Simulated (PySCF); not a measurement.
methane (CH₄), SMILES C. Atoms are numbered in the order given.

```xyz
5

C      0.0000     0.0000     0.0000
H      0.6289    -0.6289     0.6289
H     -0.6289    -0.6289    -0.6289
H     -0.6289     0.6289     0.6289
H      0.6289     0.6289    -0.6289
```
Charge 0, spin multiplicity 1.

Geometry optimised at B3LYP-D3(BJ)/def2-TZVPD.

The numbers are results of CAM-B3LYP/def2-TZVPD run with PySCF, not measurements.

ESP charges are fitted to the potential on shells at 1.4 to 2.0 van der Waals radii. Atomic charges (e):

```csv
atom,ESP fit,meta-Löwdin
C1,-0.69,-0.48
H2,0.17,0.12
H3,0.17,0.12
H4,0.17,0.12
H5,0.17,0.12
```
